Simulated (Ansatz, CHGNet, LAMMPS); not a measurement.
Rock-salt SrO, elastic constant C12

Reference value: 49.1 GPa (measured, temperature not stated, not corrected to a static lattice; as tabulated in Oses et al. (2018), arXiv:1811.08464).

```
level (code)                                 value (GPa)  cell (Å³/atom)
-------------------------------------------  -----------  --------------
ionic model pedone2006 (rigid ions, LAMMPS)         28.4           17.03
CHGNet 0.3.0                                        43.2           17.62
LDA (Ansatz)                                        52.2           16.23
PBE (Ansatz)                                         [?]           17.52
r²SCAN (Ansatz)                                     48.8           17.17
r²SCAN0 (Ansatz)                                    52.1           16.94
Hartree–Fock (Ansatz)                                [?]           17.80
```

Some entries are withheld; supply them.


- PBE (Ansatz, an electronic-structure program), value (GPa): 46.9
- Hartree–Fock (Ansatz), value (GPa): 53.8

Differences against the reference: ionic model pedone2006 -42 %, CHGNet 0.3.0 -12.0 %, LDA +6.3 %, PBE -4.5 %, r²SCAN -0.6 %, r²SCAN0 +6.1 %, Hartree–Fock +9.6 %.

The reference's temperature isn't stated, so close values are not ranked against it. Off by more than 25 %, or 35 % on the side where a correction would as a rule narrow the miss (bounds picked here): ionic model pedone2006 (-42 %).

The measured value isn't corrected to a static lattice, so vibrations enter the comparison.  Each level is taken at its own relaxed cell. Cutoffs differ between the levels. Ansatz's density-functional and Hartree–Fock values are scalar-relativistic unless marked +SOC, with PAW data made under PBE.

Empirical potentials (ionic model pedone2006) are fitted to chosen data: where that held the value shown, agreement is built in, and what lay outside the fit can be far off. Machine-learned potentials (CHGNet 0.3.0) are trained on DFT data: a solid inside that data is no test of them.

Differences are worked out from the printed values.
